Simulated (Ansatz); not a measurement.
**C₂H₂FN (SMILES N=C=CF): functionals against CCSD(T) at one geometry**

The task here is to estimate one member of a computed series from the others.

The runs use Ansatz 0.2.0, Gaussian basis; single points in def2-TZVPP.

Cores are frozen in the correlated methods.

## Starting geometry

SMILES `N=C=CF`, 6 atoms, charge 0, spin multiplicity 1.

Atoms are counted from 1 here; the program's logs count them from 0.

Bond lengths: N1–C2 1.195 Å, N1–H5 0.934 Å, C2–C3 1.321 Å, C3–F4 1.419 Å, C3–H6 1.041 Å. Angles: C2–N1–H5 126.1°, N1–C2–C3 163.4°, C2–C3–F4 113.5°, C2–C3–H6 136.5°, F4–C3–H6 109.3°.

As a file:

| atom | x (Å) | y (Å) | z (Å) |
| --- | --- | --- | --- |
| N1 | -0.2260 | 1.2642 | -0.9055 |
| C2 | -0.0629 | 0.2698 | -0.2625 |
| C3 | 0.2039 | -0.5731 | 0.7186 |
| F4 | 1.1302 | -1.5861 | 0.3570 |
| H5 | -0.8246 | 1.3684 | -1.6151 |
| H6 | -0.1900 | -0.7874 | 1.6585 |

Set-up of the first run:

run/in.yaml reads:

```yaml
crystal:
  periodic: [false, false, false]
  atoms:
    - {symbol: N, position_ang: [-0.226000, 1.264200, -0.905500]}
    - {symbol: C, position_ang: [-0.062900, 0.269800, -0.262500]}
    - {symbol: C, position_ang: [0.203900, -0.573100, 0.718600]}
    - {symbol: F, position_ang: [1.130200, -1.586100, 0.357000]}
    - {symbol: H, position_ang: [-0.824600, 1.368400, -1.615100]}
    - {symbol: H, position_ang: [-0.190000, -0.787400, 1.658500]}
basis:
  gaussian: {orbitals: def2-TZVPP}
correlation: {method: ccsd_t}
output: {forces: true}
```

No record of the launch command was kept for these runs.

Among the steps run: CCSD(T)/def2-TZVPP; PBE0-D4/def2-TZVPP; wB97M-V/def2-TZVPP; r2SCAN-D4/def2-TZVPP; PBE-D4/def2-TZVPP; B97M-V/def2-TZVPP; r2SCANh-D4/def2-TZVPP.

One of the session's tables, all rows but one given; the rest of the session is left out.

```
    method  RMS force component (eV/Å)  angle to CCSD(T) forces (°)  dipole (D)
   CCSD(T)                       1.852                    reference        2.38
   PBE0-D4                       1.872                         11.5        2.34
   wB97M-V                       1.813                         10.1        2.38
 r2SCAN-D4                       1.814                          9.1        2.31
    PBE-D4                       1.888                          7.3        2.23
    B97M-V                           ?                            ?           ?
r2SCANh-D4                       1.818                         11.0        2.34
```

Q: Estimate the row for B97M-V from the others.

**Answer.** RMS force component (eV/Å): 1.766; angle to CCSD(T) forces (°): 10.7; dipole (D): 2.31. In the column «RMS force component (eV/Å)» it is the lowest.
